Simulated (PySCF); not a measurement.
Structure from NMR data

The spectra below were simulated for a compound C$_{4}$H$_{7}$F.

1H NMR (300 MHz, computed): δ 6.41 (m, 1H), 5.40 (m, 1H), 5.37 (m, 1H), 4.43 (dt, J = 54.1, 6.9 Hz, 2H), 2.23 (m, 2H).

13C{1H} NMR (computed): δ 144.9 (CH, d, J = 4.0 Hz), 123.7 (CH2), 84.7 (CH2, d, J = 235.2 Hz), 39.7 (CH2, d, J = 18.1 Hz).

Computational details: couplings computed with B3LYP/pcJ-1 (spin–dipole term only in couplings to heteroatoms), NMR shieldings at PBE0/pcSseg-1/GIAO, PBE0-D3(BJ)/def2-SVP geometry, in PySCF 2.14 (averaged over atoms made equivalent by symmetry, fast rotation or ring inversion, no relativistic terms, isolated molecule, one computed conformer).

Chemical shifts δ = σref − σ; 1H, 13C against TMS, all at this level.

Problem. Choose the structure that fits.
A. C/C=C\CF
B. C=C[C@H](C)F
C. C=CCCF

Solution. C. 

1. Rings plus π bonds: 1 (no ring in the answer).
2. 4 carbon signals for 4 carbons: no two carbons are equivalent.
3. Carbon types of the structure: 1 × CH, 3 × CH2, which accounts for all hydrogens.
4. δC 144.9: alkene CH; an sp2 carbon of a C=C bond.
5. δC 123.7: terminal =CH2 carbon; an sp2 carbon of a C=C bond.
6. δC 84.7: sp3 CH2 bonded to F; the inductive effect lowers its shielding.
7. δC 39.7: allylic sp3 CH2; aliphatic region, no heteroatom directly attached.
8. δH 4.43: hydrogen on an sp3 CH2 bonded to F; its carbon carries F, an electronegative neighbour.

The others: C/C=C\CF would give 4 signals for carbon-bound and other non-exchanging H, not 5; C=C[C@H](C)F has carbons computed at 147.1, 120.6, 89.4, 23.2, with a different DEPT pattern.

C–F couplings over four or more bonds (about 3 Hz to the para carbon of a fluoroarene) are left out. Common functionals overestimate the size of one-bond C–F couplings by tens of Hz; these are unscaled. Multiplet labels drop couplings under 1 Hz and merge nearly equal ones. Unscaled 3J(H,H) at this level run about 10 % above measured values. Shifts are as computed. Against solution values, carbons near 30 ppm lie about +2 ppm off and those near 130 ppm about +5 ppm. Of 1211 compounds with measured shifts, 218 miss one by over three times the rms of a fit or turn the order of signals round; such compounds aren't used in these exercises. Couplings across =CH–CH2 type bonds come from one rotamer and its mirror image, and can be 1–2 Hz further off. Vicinal H,H couplings across rotating CH2–CH2 and CH–CH2 bonds are estimated from the computed gauche and anti values for equal rotamer populations, (2 J gauche + J anti)/3. Vicinal couplings across rotatable single bonds and in flexible rings belong to the one computed conformer; a conformer average would change them.
